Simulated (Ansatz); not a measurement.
Born–Oppenheimer molecular dynamics of CH8BN (11 atoms, charge 0, multiplicity 1). It starts at the highest image of a converged band. Of that band: Beside the main top the profile has a ripple of under 15 meV (maxima at images 3, 5), which may be a very shallow well or noise. Neighbouring images differ by up to 2.3 eV, so the band resolves the path poorly. A vibrational analysis at the climbing image gives one clearly imaginary mode, 1803i cm⁻¹: a first-order saddle point.

Theory: RHF/def2-SVP (Ansatz).

| Property | Result |
| --- | --- |
| ensemble | NVE (velocity Verlet) |
| time step | 0.5 fs |
| steps asked | 200 |
| starting velocities drawn for | 100 K |
| seed | 9086 |

First frame:

```xyz
11
Properties=species:S:1:pos:R:3
B -0.149 -0.190 0.488
H -1.393 -0.294 1.115
H 0.474 0.544 1.210
H -0.423 0.165 -0.629
N 0.210 -1.716 0.618
H 0.225 -2.209 -0.254
C 1.229 -2.146 1.549
H 1.021 -1.738 2.538
H 1.242 -3.234 1.636
H 2.230 -1.810 1.260
H -0.968 -1.180 1.050
```

Problem. How far do the bonds stretch over the last three quarters of this one trajectory? (Pairs bonded in most of those frames.)

Solution. 
| bond | mean (Å) | spread (Å) | shortest | longest |
| --- | --- | --- | --- | --- |
| B1–H3 | 1.208 | 0.013 | 1.19 | 1.24 |
| B1–H4 | 1.209 | 0.020 | 1.17 | 1.25 |
| B1–N5 | 1.395 | 0.032 | 1.32 | 1.47 |
| H2–H11 | 0.750 | 0.014 | 0.73 | 0.77 |
| N5–H6 | 1.002 | 0.010 | 0.99 | 1.02 |
| N5–C7 | 1.450 | 0.037 | 1.39 | 1.53 |
| C7–H8 | 1.089 | 0.005 | 1.08 | 1.10 |
| C7–H9 | 1.094 | 0.017 | 1.07 | 1.12 |
| C7–H10 | 1.093 | 0.009 | 1.08 | 1.11 |

Mean temperature of the second half: 1784 K. The conserved energy stayed within 0.08 meV per atom of its start (net change 0.023 meV per atom), so the integration is sound. The system heated up, since it started high on the potential surface and ran downhill. A run of 0.1 ps of so small a system gives no equilibrium averages. The orbitals stay closed-shell, which can raise the energy where a bond breaks towards radicals; this wasn't checked here.

Run time: 3.4 min on 1 thread of Arm Neoverse V1, with other jobs on the host, peak memory 0.15 GiB.
